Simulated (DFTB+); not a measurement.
DFTB+ input (SCC-DFTB): The folder sk holds the Slater-Koster set scc that CP2K ships.

```
Geometry = xyzFormat {
5

C      0.00913574     0.00173503    -1.20562697
C     -0.00077797    -0.00014775     0.10266711
H      0.02818759     0.94008178    -1.73766571
H     -0.00183081    -0.93507619    -1.74059173
O     -0.00956292    -0.00181616     1.26200208
}
Hamiltonian = DFTB {
  SCC = Yes
  SCCTolerance = 1e-8
  MaxSCCIterations = 300
  Charge = 0
  SlaterKosterFiles = Type2FileNames {
    Prefix = "sk/"
    Separator = ""
    Suffix = ".spl"
    LowerCaseTypeName = Yes
  }
  MaxAngularMomentum {
    C = "p"
    H = "s"
    O = "p"
  }
  Filling = Fermi { Temperature [K] = 0 }
}
ParserOptions { ParserVersion = 14 }
```

Output:

```
|===============================================================================
|
|
|  Copyright (C) 2006 - 2025  DFTB+ developers group
|
|===============================================================================
|
|  When publishing results obtained with DFTB+, please cite the following
|  reference:
|
|    Recent Developments in DFTB+, a Software Package for Efficient Atomistic
|    Quantum Mechanical Simulations, J. Phys. Chem. A 129, 5373−5390 (2025).
|    [https://doi.org/10.1021/acs.jpca.5c01146]
|
|  You should also cite additional publications crediting the parametrization
|  data you use. Please consult the documentation of the SK-files for the
|  references.
|
|===============================================================================

Reading input file 'dftb_in.hsd'
Parser version: 14

--------------------------------------------------------------------------------
Reading SK-files:
./sk/cc.spl
./sk/ch.spl
./sk/co.spl
./sk/hh.spl
./sk/ho.spl
./sk/oo.spl
Done.

Processed input in HSD format written to 'dftb_pin.hsd'

Starting initialization...
--------------------------------------------------------------------------------
Mode:                        Static calculation
Self consistent charges:     Yes
SCC-tolerance:                 0.100000E-07
Max. scc iterations:                    300
Shell resolved Hubbard:      No
Spin polarisation:           No
Nr. of up electrons:             8.000000
Nr. of down electrons:           8.000000
Periodic boundaries:         No
Electronic solver:           Relatively robust
Mixer:                       Broyden mixer
Mixing parameter:                  0.200000
Nr. of chrg. vec. in memory:            300
Max. SCC-cycles:                        300
Electronic temperature:              0.100000E-07 H      0.272114E-06 eV
Initial charges:             Set automatically (system chrg:   0.000E+00)
Included shells:             C:  s, p
                             H:  s
                             O:  s, p
Extra options:
                             Mulliken analysis

--------------------------------------------------------------------------------

***  Geometry step: 0

 iSCC Total electronic   Diff electronic      SCC error
    1   -0.77807924E+01    0.00000000E+00    0.67031472E+00
    2   -0.77855115E+01   -0.77807924E+01    0.47091826E+00
    3   -0.77888907E+01   -0.47190596E-02    0.67216204E-01
    4   -0.77890707E+01   -0.33792586E-02    0.18029283E-01
    5   -0.77891156E+01   -0.17991920E-03    0.69344025E-02
    6   -0.77891198E+01   -0.44990420E-04    0.63858242E-04
    7   -0.77891198E+01   -0.41436366E-05    0.30625360E-06
>> Charges saved for restart in charges.bin
    8   -0.77891198E+01   -0.42623238E-09    0.13783445E-08

Total Energy:                       -7.4738574631 H         -203.3740 eV
Extrapolated to 0K:                 -7.4738574631 H         -203.3740 eV
Total Mermin free energy:           -7.4738574631 H         -203.3740 eV
Force related energy:               -7.4738574631 H         -203.3740 eV

 Fermi distribution function

Calculation with static geometry

********************************************************************************
 iSCC Total electronic   Diff electronic      SCC error
    8   -0.77891198E+01   -0.42623238E-09    0.13783445E-08
********************************************************************************

 Total charge:    -0.00000000

 Atomic gross charges (e)
 Atom           Charge
    1      -0.47833356
    2       0.41449987
    3       0.13747097
    4       0.13747097
    5      -0.21110825

Nr. of electrons (up):     16.00000000
Atom populations (up)
 Atom       Population
    1       4.47833356
    2       3.58550013
    3       0.86252903
    4       0.86252903
    5       6.21110825

l-shell populations (up)
 Atom Sh.   l       Population
    1   1   0       1.21869421
    1   2   1       3.25963935
    2   1   0       1.12310200
    2   2   1       2.46239813
    3   1   0       0.86252903
    4   1   0       0.86252903
    5   1   0       1.73337710
    5   2   1       4.47773115

Orbital populations (up)
 Atom Sh.   l   m       Population  Label
    1   1   0   0       1.21869421  s
    1   2   1  -1       0.95198200  p_y
    1   2   1   0       0.88743530  p_z
    1   2   1   1       1.42022205  p_x
    2   1   0   0       1.12310200  s
    2   2   1  -1       0.70339305  p_y
    2   2   1   0       0.82827124  p_z
    2   2   1   1       0.93073384  p_x
    3   1   0   0       0.86252903  s
    4   1   0   0       0.86252903  s
    5   1   0   0       1.73337710  s
    5   2   1  -1       1.39350108  p_y
    5   2   1   0       1.43547845  p_z
    5   2   1   1       1.64875162  p_x

Fermi level:                        -0.1330820658 H           -3.6213 eV
Band energy:                        -7.6159711249 H         -207.2411 eV
TS:                                  0.0000000000 H            0.0000 eV
Band free energy (E-TS):            -7.6159711249 H         -207.2411 eV
Extrapolated E(0K):                 -7.6159711249 H         -207.2411 eV
Input / Output electrons (q):     16.0000000000     16.0000000000

Energy H0:                          -7.7983238006 H         -212.2032 eV
Energy SCC:                          0.0092040108 H            0.2505 eV
Total Electronic energy:            -7.7891197898 H         -211.9527 eV
Repulsive energy:                    0.3152623267 H            8.5787 eV
Total energy:                       -7.4738574631 H         -203.3740 eV
Extrapolated to 0:                  -7.4738574631 H         -203.3740 eV
Total Mermin free energy:           -7.4738574631 H         -203.3740 eV
Force related energy:               -7.4738574631 H         -203.3740 eV

Non-constrained calculation

SCC converged

Dipole moment:    0.00179468    0.00034084   -0.23684148 au
Dipole moment:    0.00456162    0.00086633   -0.60199105 Debye
```

The geometry given is a B3LYP-D3(BJ)/def2-TZVP minimum.
